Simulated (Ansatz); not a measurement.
Elements on the sites of an ideal bcc lattice, at a guessed lattice constant:

```xyz
16
Lattice="6.1867 0.0000 0.0000 0.0000 6.1867 0.0000 0.0000 0.0000 6.1867" Properties=species:S:1:pos:R:3 pbc="T T T"
Cu    0.0000    3.0934    3.0934
Cu    4.6400    4.6400    4.6400
Zn    0.0000    0.0000    0.0000
Zn    3.0934    0.0000    0.0000
Zn    0.0000    3.0934    0.0000
Zn    0.0000    0.0000    3.0934
Zn    1.5467    1.5467    1.5467
Zn    3.0934    3.0934    0.0000
Zn    3.0934    0.0000    3.0934
Zn    4.6400    1.5467    1.5467
Zn    1.5467    4.6400    1.5467
Zn    1.5467    1.5467    4.6400
Zn    3.0934    3.0934    3.0934
Zn    4.6400    4.6400    1.5467
Zn    4.6400    1.5467    4.6400
Zn    1.5467    4.6400    4.6400
```

Cell and atoms were relaxed without symmetry on coarser meshes and computed once more. The calculation used DFT PBE, scalar-relativistic, plane waves, PAW (Ansatz 0.2.0).

Plane waves to 420 eV, a k mesh through Γ of 5×6×5 on the computed 16-atom cell and Gaussian smearing (0.10 eV); no spin polarisation.

The relaxation ran on 2×2×2 (shifted) and then 3×4×4 k points with a smearing of 0.1 eV, from sites shaken by 0.02 Å.

**Question.** What does the relaxation give?

**Answer.** A volume of 14.26 Å³/atom and no gap on the mesh. It lies 0.03 eV/atom below the elements' standard states (static lattices, no corrections for gases). The atoms leave their sites by 0.39 Å (root mean square) and 0.45 Å at most, and the cell stretches by up to 9.7 % at fixed volume.

```xyz
16
Lattice="6.3834 -0.0006 -0.2587 -0.0313 5.5179 0.0223 -0.2447 0.0162 6.4863" Properties=species:S:1:pos:R:3 pbc="T T T"
Cu    5.9780    2.7837    3.2700
Cu    4.2948    4.1591    4.9827
Zn   -0.0295    5.5263    6.2345
Zn    2.9081    5.5146    0.1420
Zn   -0.0206    2.8021    6.1428
Zn    5.9218    5.4676    3.3228
Zn    1.2500    1.4112    1.8469
Zn    2.9166    2.7680    0.1352
Zn    3.3038    5.5097    2.8853
Zn    5.0073    1.3996    1.2061
Zn    1.2318    4.1135    1.8598
Zn    1.6323    1.3998    4.5024
Zn    3.3953    2.7938    2.8872
Zn    4.9863    4.1250    1.1522
Zn    4.3307    1.4177    4.9376
Zn    1.6794    4.1304    4.5242
```

The final mesh leaves forces up to 0.03 eV/Å and stresses up to 1.1 GPa: the relaxation ran on a coarser mesh, so the cell's shape, its bonds and its energy belong partly to that mesh.

Cost: 2 runs of about 14 core-minutes in all (earlier runs that led there not counted), on Arm Neoverse V2 (shared hosts).